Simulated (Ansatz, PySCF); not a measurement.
This PySCF input computes a CCSD(T)/cc-pVDZ energy:

```python
from pyscf import gto, scf, mp, cc as ccmod

mol = gto.M(
    atom='''
    C     0.04909858    1.10763595    0.28954788
    C     0.03506176   -1.10688107    0.29443337
    C     0.83295606   -0.00625608   -0.44256257
    C    -0.69559174    0.00362713   -0.35442763
    H     0.01183467    1.17045808    1.39196549
    H     0.06324781    2.09009786   -0.18549049
    H    -0.00296470   -1.16436125    1.39711638
    H     0.03674236   -2.09152973   -0.17626532
    H    -1.43800807    0.00657945   -1.14927239
    ''',
    basis='cc-pvdz',
    charge=-1,
    spin=0,
    verbose=4,
)

mf = scf.RHF(mol)
mf.conv_tol = 1e-10
mf.max_cycle = 100
mf.kernel()
mp2 = mp.MP2(mf, frozen=4).run()
cc = ccmod.CCSD(mf, frozen=4)
cc.max_cycle = 100
cc.kernel()
et = cc.ccsd_t()
print(f'E(CCSD(T)) = {cc.e_tot + et:.9f}')
```

Problem. Write an input for the same energy in Ansatz (a quantum-chemistry and plane-wave program) and say what it gives.

Solution. 
Ansatz 0.2 input:
```yaml
crystal:
  periodic: [false, false, false]
  atoms:
    - {symbol: C, position_ang: [0.04909858, 1.10763595, 0.28954788]}
    - {symbol: C, position_ang: [0.03506176, -1.10688107, 0.29443337]}
    - {symbol: C, position_ang: [0.83295606, -0.00625608, -0.44256257]}
    - {symbol: C, position_ang: [-0.69559174, 0.00362713, -0.35442763]}
    - {symbol: H, position_ang: [0.01183467, 1.17045808, 1.39196549]}
    - {symbol: H, position_ang: [0.06324781, 2.09009786, -0.18549049]}
    - {symbol: H, position_ang: [-0.00296470, -1.16436125, 1.39711638]}
    - {symbol: H, position_ang: [0.03674236, -2.09152973, -0.17626532]}
    - {symbol: H, position_ang: [-1.43800807, 0.00657945, -1.14927239]}
basis:
  gaussian:
    orbitals: cc-pVDZ
total_charge: -1
magnetization: {spin_polarized: false}
correlation: {method: ccsd_t, electrons: outside_noble_gas}
```
It gives -154.82883 Eh, and PySCF -154.82883 Eh, a difference of 0.00 mEh.

It need not be the lowest isomer of its formula. Whether it binds its extra electron was not tested at this geometry.
